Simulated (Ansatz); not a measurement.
Relaxed structures of CH₅Si₂ (charge +1), closed shell (PBE0-D4/def2-TZVP; forces vanish, vibrations not checked; lower isomers may exist, and structures with a doubtful reference or unclear bonds are left out; Å). Ansatz 0.2.0; basis: def2-TZVPP; cores frozen in the correlated methods.

(1) Rank them by CCSD(T) energy, lowest first, and give each one's height above the lowest. Links in brackets join atoms within 1.22 times the sum of their covalent radii (1.1 for two metals). (Judge from chemistry; the value comes from the calculation.)
A.
CH₅Si₂ ([SiH2][CH][SiH2]), total charge +1
```
8
angstrom
C 0.2751 0.5144 0.2411
Si -1.0892 0.7710 -0.8077
Si 0.8269 -1.0991 0.5861
H -1.7733 -0.3913 -1.4010
H -1.5983 2.1135 -1.1334
H 0.7854 1.3669 0.6833
H 1.9750 -1.3740 1.4658
H 0.1278 -2.2467 -0.0182
```
B.
CH₅Si₂ ([CH2][SiH][SiH2]), total charge +1
```
8
angstrom
C -1.0798 0.8300 -0.7969
Si 0.2889 0.8646 0.2683
Si 0.8705 -1.2704 0.6119
H -1.4808 -0.1124 -1.1589
H -1.6013 1.7140 -1.1548
H 0.9609 2.0349 0.8522
H 1.9798 -1.7627 1.4519
H 0.0618 -2.2980 -0.0738
```
C.
CH₅Si₂ ([CH2]1[SiH][SiH2]1), total charge +1
```
8
angstrom
C -0.8370 0.3487 -0.7630
Si 0.8638 0.9490 -0.0923
Si -0.2817 -0.9575 0.3829
H -1.1086 0.1999 -1.8079
H -1.5750 1.0115 -0.2817
H 0.8130 2.0559 0.8775
H 2.0978 0.7217 -0.8666
H -0.7691 -2.3576 0.4803
```

T1 diagnostic: at most 0.020. The restricted Hartree–Fock reference is unstable towards an unrestricted one at one or more of these structures.

Results:

(1) Computed: A (0.0 kJ/mol), C (80.3 kJ/mol), B (96.1 kJ/mol). Heights count from the lowest.

For scale, one of the runs: CCSD(T)/def2-TZVPP, 185 basis functions, launched by `ansatz run in.yaml --threads 2 --pin off --events-out ev --progress --plain --max-ram 4352MiB`. Hardware: 2 CPU threads of an Arm Neoverse V1, shared host. Wall time 28 s; peak host memory 1.6 GiB.
